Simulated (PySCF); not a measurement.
These are TPSSh-D3(BJ)/def2-TZVP // B3LYP-D3(BJ)/def2-TZVP (PySCF) values and carry that method's errors. Isolated molecules, 0 K electronic values unless said otherwise. 

Reference species (SMILES): `F[Si](F)(F)F` (neutral, multiplicity 1).

```json
{
  "HOMO": "-11.58 eV",
  "HOMO–LUMO gap": "11.64 eV"
}
```

Changed species: `O[Si](F)(F)F` (1 of 4 F replaced by OH; the reference has 0 of 4 F replaced by OH).

What does the change do to the HOMO and HOMO–LUMO gap?

the HOMO increases by 1.93 eV, to -9.65 eV; the HOMO–LUMO gap drops by 2.17 eV, to 9.47 eV.
